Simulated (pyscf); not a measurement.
Single points on ωB97X-D3(BJ)/def2-SVP structures (PySCF, gas phase). MP2 and CC: frozen core, UHF for open shells. ΔMP2 is the change of the MP2 total energy from the triple- to the quadruple-zeta basis.

Task: List the bond dissociation enthalpies at 298 K of H₂P–InH₂ from CCSD(T)/def2-TZVPP + ΔMP2(QZVPP), from the weakest bond up.

Result: In–P to PH₂• + InH₂•: 253.5 kJ/mol; H–In to [H₂P–InH]• + H•: 295.4 kJ/mol; H–P to •HP–InH₂ + H•: 346.8 kJ/mol. Ring and multiple bonds, and those that leave no two simple radicals, are not listed. The radicals are drawn with the spin at the cut bond; how far it spreads was not checked. •HP–InH₂ lies 62.4 kJ/mol over its isomer [H₂P–InH]•, and others may lie lower still (electronic energy, ωB97M-D3(BJ)). Other isomers of [H₂P–InH]• were not searched in full and may lie lower. The CCSD(T) − MP2 part came from Ansatz, without density fitting, on the same reference. The frozen core leaves the outer d or s,p core shells of the metals and heavy elements correlated in the MP2 and CC values, and def2-TZVPP describes them poorly, which can shift differences by a few kcal/mol. Elements past Kr carry the def2 core potentials, without spin-orbit coupling.
